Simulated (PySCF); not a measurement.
# AlF⁺ at r²SCAN

Level: r²SCAN. basis Al pcseg-1, F pcseg-1; no relativity; PySCF 2.14.

```json
{
  "state": "²Σ⁺ (doublet), unpaired electrons σ ↑",
  "bond length": "1.633 Å",
  "harmonic wavenumber": "905 cm⁻¹",
  "force constant": "5.38 mdyn/Å",
  "rotational constant Be": "0.5671 cm⁻¹",
  "anharmonicity ωexe": "4.72 cm⁻¹",
  "vibration–rotation constant αe": "0.00417 cm⁻¹",
  "well depth De to Al⁺ + F": "3.45 eV",
  "dissociation energy D0": "3.39 eV",
  "bond order (Mayer)": "1.07",
  "dipole moment (positive dipole points towards F; it is taken about the centre of mass and depends on that origin)": "-5.54 D"
}
```

For an ion De counts to the pair picked by the measured ionisation energies or electron affinities, which need not be the lowest pair at this level. The state was picked by a PBE0 search and need not be the measured ground state.
